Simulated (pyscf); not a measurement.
O=Nb(=O)–Cl (SMILES [O]=[Nb](=[O])[Cl]) + H₂O (SMILES O) → O=Nb(OH)(OH)–Cl (SMILES [O]=[Nb]([OH])([OH])[Cl]) (addition across a multiple bond or ene-type step; singlet surface; H–O broken, H–O, Nb–O formed). PySCF, gas phase, ωB97X-D3(BJ)/def2-SVP geometries. Energies in kJ/mol from the separated reactants.

| level | barrier | reaction energy |
|---|---|---|
| ωB97X-D3(BJ)/def2-TZVP | -96.0 | -310.1 |
| PBE/def2-TZVP | -93.4 | -282.4 |
| r²SCAN/def2-TZVP | -102.5 | -303.9 |
| B3LYP-D3(BJ)/def2-TZVP | -91.1 | -302.2 |
| M06-2X/def2-TZVP | [?] | -309.5 |
| ωB97M-D3(BJ)/def2-TZVP | [?] | [?] |

**Question.** Fill in the missing entries.

**Answer.** 
- M06-2X/def2-TZVP, barrier: -96.1
- ωB97M-D3(BJ)/def2-TZVP, barrier: -87.1
- ωB97M-D3(BJ)/def2-TZVP, reaction energy: -299.6

On the reactant side the descent ends in an adduct with a Nb–O contact, 167.0 kJ/mol under the separated species and 71.0 kJ/mol under the saddle at ωB97X-D3(BJ)/def2-TZVP. At ωB97X-D3(BJ)/def2-TZVP, PBE, r²SCAN, B3LYP-D3(BJ), M06-2X, ωB97M-D3(BJ) the saddle lies under the separated reactants, which points to a path from their complex (located at ωB97X-D3(BJ) alone). What is counted as formed (Nb–O) is already present as a longer contact in the reactant adduct; forming that adduct is a step of its own. At the saddle there is also a short H–Nb contact that neither side keeps. This is the saddle that the search found; another between the same sides may lie lower. Elements past Kr carry the def2 core potentials, without spin-orbit coupling.
